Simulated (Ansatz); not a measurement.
Ansatz (a program for electronic structure) input (B3LYP-D3(BJ)/def2-TZVP):

Ansatz 0.2 input:
```yaml
crystal:
  periodic: [false, false, false]
  atoms:
    - {symbol: O, position_ang: [1.18305207, 0.34569777, 0.00221414]}
    - {symbol: C, position_ang: [-0.01560079, 0.64877161, -0.00691488]}
    - {symbol: C, position_ang: [-0.95954357, -0.64362375, 0.00203245]}
    - {symbol: H, position_ang: [-0.38234312, -1.58832861, 0.01484689]}
    - {symbol: H, position_ang: [-1.61996547, -0.59478565, 0.87932223]}
    - {symbol: H, position_ang: [-1.61124183, -0.61335505, -0.88258769]}
basis:
  gaussian:
    orbitals: def2-TZVP
hamiltonian:
  xc: b3lyp
  dispersion: d3bj
total_charge: -1
phonons: {temperatures: {t_min: 298.15, t_max: 298.15, t_step: 100}}
```

Output:

```
Functional definition: B3LYP
integrals: 0.02 GiB planned
643 factors; their error is unknown
mean field: 0.28 GiB planned
mean field evaluation 1: about -4167.9642 eV, gradient 3.0e1 eV
mean field evaluation 2: about -4166.5850 eV, gradient 3.7e1 eV
mean field evaluation 4: about -4170.1200 eV, gradient 3.8e0 eV
mean field evaluation 8: about -4170.1446 eV, gradient 5.2e-2 eV
mean field evaluation 16: about -4170.1400 eV, gradient 2.0e-5 eV
mean field -4170.13997251 eV, -153.2498173674 hartree, gradient 2.0e-5 eV, S^2 0.000000; 0 other end points of the search recorded, 0 dependent functions left out
the calculation of the forces begins
reference -4170.14017332 eV, -153.2498247469 hartree; 12, 12 occupied and 99, 99 virtual orbitals, 643 factors
these checks for a lower state are left out or cut short: stability, starts, cluster_reference, orbital_swaps, neighbouring_geometries, increment
integrals: 0.02 GiB planned
643 factors; their error is unknown
mean field: 0.28 GiB planned
mean field -4170.13995724 eV, -153.2498168062 hartree, gradient 2.1e-6 eV, S^2 0.000000; 0 other end points of the search recorded, 0 dependent functions left out
the calculation of the forces begins
reference -4170.14015813 eV, -153.2498241888 hartree; 12, 12 occupied and 99, 99 virtual orbitals, 643 factors
these checks for a lower state are left out or cut short: stability, starts, cluster_reference, orbital_swaps, neighbouring_geometries, increment
integrals: 0.02 GiB planned
643 factors; their error is unknown
mean field: 0.28 GiB planned
mean field evaluation 32: about -4170.1399 eV, gradient 1.7e-6 eV
mean field -4170.13993342 eV, -153.2498159310 hartree, gradient 2.1e-6 eV, S^2 0.000000; 0 other end points of the search recorded, 0 dependent functions left out
the calculation of the forces begins
reference -4170.14013415 eV, -153.2498233074 hartree; 12, 12 occupied and 99, 99 virtual orbitals, 643 factors
these checks for a lower state are left out or cut short: stability, starts, cluster_reference, orbital_swaps, neighbouring_geometries, increment
integrals: 0.02 GiB planned
643 factors; their error is unknown
mean field: 0.28 GiB planned
mean field -4170.13989272 eV, -153.2498144352 hartree, gradient 2.1e-6 eV, S^2 0.000000; 0 other end points of the search recorded, 0 dependent functions left out
the calculation of the forces begins
reference -4170.14009334 eV, -153.2498218076 hartree; 12, 12 occupied and 99, 99 virtual orbitals, 643 factors
these checks for a lower state are left out or cut short: stability, starts, cluster_reference, orbital_swaps, neighbouring_geometries, increment
integrals: 0.02 GiB planned
643 factors; their error is unknown
mean field: 0.28 GiB planned
mean field -4170.13985482 eV, -153.2498130422 hartree, gradient 2.1e-6 eV, S^2 0.000000; 0 other end points of the search recorded, 0 dependent functions left out
the calculation of the forces begins
reference -4170.14005582 eV, -153.2498204289 hartree; 12, 12 occupied and 99, 99 virtual orbitals, 643 factors
these checks for a lower state are left out or cut short: stability, starts, cluster_reference, orbital_swaps, neighbouring_geometries, increment
integrals: 0.02 GiB planned
643 factors; their error is unknown
mean field: 0.28 GiB planned
mean field -4170.13991137 eV, -153.2498151204 hartree, gradient 2.1e-6 eV, S^2 0.000000; 0 other end points of the search recorded, 0 dependent functions left out
the calculation of the forces begins
reference -4170.14011205 eV, -153.2498224954 hartree; 12, 12 occupied and 99, 99 virtual orbitals, 643 factors
these checks for a lower state are left out or cut short: stability, starts, cluster_reference, orbital_swaps, neighbouring_geometries, increment
integrals: 0.02 GiB planned
[...]
mean field -4170.13987518 eV, -153.2498137904 hartree, gradient 2.1e-6 eV, S^2 0.000000; 0 other end points of the search recorded, 0 dependent functions left out
the calculation of the forces begins
reference -4170.14007581 eV, -153.2498211634 hartree; 12, 12 occupied and 99, 99 virtual orbitals, 643 factors
these checks for a lower state are left out or cut short: stability, starts, cluster_reference, orbital_swaps, neighbouring_geometries, increment
integrals: 0.02 GiB planned
643 factors; their error is unknown
mean field: 0.28 GiB planned
mean field -4170.13986425 eV, -153.2498133887 hartree, gradient 2.1e-6 eV, S^2 0.000000; 0 other end points of the search recorded, 0 dependent functions left out
the calculation of the forces begins
reference -4170.14006509 eV, -153.2498207694 hartree; 12, 12 occupied and 99, 99 virtual orbitals, 643 factors
these checks for a lower state are left out or cut short: stability, starts, cluster_reference, orbital_swaps, neighbouring_geometries, increment
integrals: 0.02 GiB planned
643 factors; their error is unknown
mean field: 0.28 GiB planned
mean field -4170.13986705 eV, -153.2498134916 hartree, gradient 2.1e-6 eV, S^2 0.000000; 0 other end points of the search recorded, 0 dependent functions left out
the calculation of the forces begins
reference -4170.14006782 eV, -153.2498208700 hartree; 12, 12 occupied and 99, 99 virtual orbitals, 643 factors
these checks for a lower state are left out or cut short: stability, starts, cluster_reference, orbital_swaps, neighbouring_geometries, increment
integrals: 0.02 GiB planned
643 factors; their error is unknown
mean field: 0.28 GiB planned
mean field evaluation 96: about -4170.1440 eV, gradient 3.1e-4 eV
mean field -4170.13982666 eV, -153.2498120073 hartree, gradient 2.1e-6 eV, S^2 0.000000; 0 other end points of the search recorded, 0 dependent functions left out
the calculation of the forces begins
reference -4170.14002746 eV, -153.2498193869 hartree; 12, 12 occupied and 99, 99 virtual orbitals, 643 factors
these checks for a lower state are left out or cut short: stability, starts, cluster_reference, orbital_swaps, neighbouring_geometries, increment
integrals: 0.02 GiB planned
643 factors; their error is unknown
mean field: 0.28 GiB planned
mean field -4170.13983413 eV, -153.2498122820 hartree, gradient 2.1e-6 eV, S^2 0.000000; 0 other end points of the search recorded, 0 dependent functions left out
the calculation of the forces begins
reference -4170.14003494 eV, -153.2498196615 hartree; 12, 12 occupied and 99, 99 virtual orbitals, 643 factors
these checks for a lower state are left out or cut short: stability, starts, cluster_reference, orbital_swaps, neighbouring_geometries, increment
integrals: 0.02 GiB planned
643 factors; their error is unknown
mean field: 0.28 GiB planned
mean field -4170.13989565 eV, -153.2498145427 hartree, gradient 2.1e-6 eV, S^2 0.000000; 0 other end points of the search recorded, 0 dependent functions left out
the calculation of the forces begins
reference -4170.14009644 eV, -153.2498219218 hartree; 12, 12 occupied and 99, 99 virtual orbitals, 643 factors
these checks for a lower state are left out or cut short: stability, starts, cluster_reference, orbital_swaps, neighbouring_geometries, increment
integrals: 0.02 GiB planned
643 factors; their error is unknown
mean field: 0.28 GiB planned
mean field -4170.13991747 eV, -153.2498153448 hartree, gradient 2.1e-6 eV, S^2 0.000000; 0 other end points of the search recorded, 0 dependent functions left out
the calculation of the forces begins
reference -4170.14011829 eV, -153.2498227248 hartree; 12, 12 occupied and 99, 99 virtual orbitals, 643 factors
these checks for a lower state are left out or cut short: stability, starts, cluster_reference, orbital_swaps, neighbouring_geometries, increment
integrals: 0.02 GiB planned
643 factors; their error is unknown
mean field: 0.28 GiB planned
mean field evaluation 128: about -4170.1399 eV, gradient 1.8e-4 eV
mean field -4170.13994613 eV, -153.2498163978 hartree, gradient 2.1e-6 eV, S^2 0.000000; 0 other end points of the search recorded, 0 dependent functions left out
the calculation of the forces begins
reference -4170.14014694 eV, -153.2498237777 hartree; 12, 12 occupied and 99, 99 virtual orbitals, 643 factors
these checks for a lower state are left out or cut short: stability, starts, cluster_reference, orbital_swaps, neighbouring_geometries, increment
integrals: 0.02 GiB planned
643 factors; their error is unknown
mean field: 0.28 GiB planned
mean field -4170.13995022 eV, -153.2498165482 hartree, gradient 2.1e-6 eV, S^2 0.000000; 0 other end points of the search recorded, 0 dependent functions left out
the calculation of the forces begins
reference -4170.14015102 eV, -153.2498239274 hartree; 12, 12 occupied and 99, 99 virtual orbitals, 643 factors
these checks for a lower state are left out or cut short: stability, starts, cluster_reference, orbital_swaps, neighbouring_geometries, increment
integrals: 0.02 GiB planned
643 factors; their error is unknown
mean field: 0.28 GiB planned
mean field -4170.13991954 eV, -153.2498154207 hartree, gradient 2.1e-6 eV, S^2 0.000000; 0 other end points of the search recorded, 0 dependent functions left out
the calculation of the forces begins
reference -4170.14012035 eV, -153.2498228004 hartree; 12, 12 occupied and 99, 99 virtual orbitals, 643 factors
these checks for a lower state are left out or cut short: stability, starts, cluster_reference, orbital_swaps, neighbouring_geometries, increment
integrals: 0.02 GiB planned
643 factors; their error is unknown
mean field: 0.28 GiB planned
mean field -4170.13994306 eV, -153.2498162851 hartree, gradient 2.1e-6 eV, S^2 0.000000; 0 other end points of the search recorded, 0 dependent functions left out
the calculation of the forces begins
reference -4170.14014386 eV, -153.2498236645 hartree; 12, 12 occupied and 99, 99 virtual orbitals, 643 factors
these checks for a lower state are left out or cut short: stability, starts, cluster_reference, orbital_swaps, neighbouring_geometries, increment
integrals: 0.02 GiB planned
643 factors; their error is unknown
mean field: 0.28 GiB planned
mean field -4170.13995495 eV, -153.2498167220 hartree, gradient 2.1e-6 eV, S^2 0.000000; 0 other end points of the search recorded, 0 dependent functions left out
the calculation of the forces begins
reference -4170.14015577 eV, -153.2498241020 hartree; 12, 12 occupied and 99, 99 virtual orbitals, 643 factors
these checks for a lower state are left out or cut short: stability, starts, cluster_reference, orbital_swaps, neighbouring_geometries, increment
integrals: 0.02 GiB planned
643 factors; their error is unknown
mean field: 0.28 GiB planned
mean field evaluation 160: about -4170.1439 eV, gradient 3.8e-1 eV
mean field -4170.13996483 eV, -153.2498170850 hartree, gradient 2.1e-6 eV, S^2 0.000000; 0 other end points of the search recorded, 0 dependent functions left out
the calculation of the forces begins
reference -4170.14016562 eV, -153.2498244641 hartree; 12, 12 occupied and 99, 99 virtual orbitals, 643 factors
these checks for a lower state are left out or cut short: stability, starts, cluster_reference, orbital_swaps, neighbouring_geometries, increment
integrals: 0.02 GiB planned
643 factors; their error is unknown
mean field: 0.28 GiB planned
mean field -4170.13990951 eV, -153.2498150522 hartree, gradient 2.1e-6 eV, S^2 0.000000; 0 other end points of the search recorded, 0 dependent functions left out
the calculation of the forces begins
reference -4170.14011030 eV, -153.2498224310 hartree; 12, 12 occupied and 99, 99 virtual orbitals, 643 factors
these checks for a lower state are left out or cut short: stability, starts, cluster_reference, orbital_swaps, neighbouring_geometries, increment
integrals: 0.02 GiB planned
643 factors; their error is unknown
mean field: 0.28 GiB planned
mean field -4170.13990160 eV, -153.2498147613 hartree, gradient 2.1e-6 eV, S^2 0.000000; 0 other end points of the search recorded, 0 dependent functions left out
the calculation of the forces begins
reference -4170.14010242 eV, -153.2498221416 hartree; 12, 12 occupied and 99, 99 virtual orbitals, 643 factors
Total energy: -4170.26073503 eV, -153.2542553082 hartree
Atom 0 at     1.183052     0.345698     0.002214 Å, force     0.000181    -0.000359     0.000005 eV/Å
Atom 1 at    -0.015601     0.648772    -0.006915 Å, force    -0.000163     0.000555    -0.000007 eV/Å
Atom 2 at    -0.959544    -0.643624     0.002032 Å, force    -0.000311     0.000465    -0.000006 eV/Å
Atom 3 at    -0.382343    -1.588329     0.014847 Å, force     0.000521    -0.000586     0.000009 eV/Å
Atom 4 at    -1.619965    -0.594786     0.879322 Å, force    -0.000113    -0.000041    -0.000324 eV/Å
Atom 5 at    -1.611242    -0.613355    -0.882588 Å, force    -0.000116    -0.000034     0.000324 eV/Å
Dipole moment:    -0.209721    -0.438729     0.003586 e Å
Vibrations: 125.69 484.08 640.48 816.00 982.96 1248.45 1439.33 1446.94 1572.84 2862.00 2990.60 3010.47 cm⁻¹, zero-point energy 1.092291 eV
```

It need not be the lowest isomer of its formula. Whether it binds its extra electron was not tested at this geometry.
